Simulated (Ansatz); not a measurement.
Worked example: the step energy

An elementary step of Si$_{2}$H$_{8}$O, singlet (Si₂H₆ ([SiH3][SiH3]) + H₂O → Si₂H₆O ([OH][SiH2][SiH3]) + H₂; Si–H, H–O broken or loosened, Si–O, H–H formed or tightened). “Start” and “end” are the PBE0-D4/def2-TZVP structures reached by relaxing down either side of its saddle point, with the molecules still in contact.

Program: Ansatz 0.2.0. Basis: def2-TZVPP and def2-QZVPP. Cores are frozen in the correlated methods.

Energies in eV:

| quantity | end | start |
| --- | --- | --- |
| Hartree–Fock, triple zeta (X = 3) | -17890.06038 | -17889.52292 |
| Hartree–Fock, quadruple zeta (X = 4) | -17890.67457 | -17890.12101 |
| MP2 correlation, X = 3 | -14.44218 | -14.40694 |
| MP2 correlation, X = 4 | -15.54200 | -15.50459 |
| CCSD(T) correlation, X = 3 | -16.36557 | -16.39795 |

Q: Work out the step energy at the basis limit: extrapolate Hartree–Fock as E(X) = E∞ + A exp(−7.88 √X) and the MP2 correlation as E(X) = E∞ + B X^−2.97 (the exponents that Neese and Valeev fitted for def2-TZVPP and QZVPP), then add CCSD(T) − MP2 in triple zeta.

A: Each step is linear, so take the differences first (end − start): Hartree–Fock -0.53746 (X = 3) and -0.55356 (X = 4); MP2 correlation -0.03524 and -0.03741; CCSD(T) correlation 0.03238.
Two points give E∞ = E(4) + w [E(4) − E(3)], with w = 1/(exp(7.88 (2 − √3)) − 1) = 0.1377 for Hartree–Fock and w = 1/((4/3)^2.97 − 1) = 0.7407 for the correlation.
Hartree–Fock: -0.55356 + 0.1377 × (-0.01610) = -0.5558 eV.
MP2 correlation: -0.03741 + 0.7407 × (-0.00217) = -0.0390 eV.
CCSD(T) − MP2: 0.03238 − (-0.03524) = 0.0676 eV.
Sum: -0.5558 + (-0.0390) + 0.0676 = -0.5272 eV, or -12.16 kcal/mol. Plain CCSD(T) in triple zeta gives -0.5051 eV, so the larger basis shifts the result by -0.0221 eV.

No T1 diagnostic of these runs exceeds 0.014.

Labels in which every atom is bracketed show which atoms are joined, not bond orders.

For scale, one of the runs: CCSD(T)/def2-TZVPP, 227 basis functions, launched by `ansatz run in.yaml --threads 4 --pin off --events-out ev --progress --plain --max-ram 9574MiB`. The run took 99 s on 4 CPU threads of an Intel Xeon (shared host), with 3.5 GiB of host memory at its peak.
